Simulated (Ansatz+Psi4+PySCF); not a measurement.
Two shapes of doublet CH₃Cl(+).

Shape 1:

```xyz
5

C     0.0071    0.0070   -1.1206
Cl   -0.0068   -0.0038    0.6497
H    -0.0036    1.0370   -1.4690
H     0.8909   -0.5246   -1.4755
H    -0.8818   -0.5157   -1.4719
```

Shape 2:

```xyz
5

C     0.0009    0.0287   -1.1300
Cl   -0.0082   -0.0287    0.6529
H     0.0067    1.0288   -1.4450
H     0.8801   -0.5294   -1.4978
H    -0.8714   -0.5286   -1.4918
```

Basis set: cc-pVTZ on H, C; cc-pV(T+d)Z on Cl (spherical functions). Charge 1, multiplicity 2.

Computed with Psi4 1.11; each method stands on the lowest determinant of its kind that the runs found.

(1) Which shape is lower in energy, and by how much in each method?

Answers

(1)

| method | E(2) − E(1) (eV) |
| --- | --- |
| ROHF | 0.016 |
| UHF | 0.016 |

Shape 1 is lower.
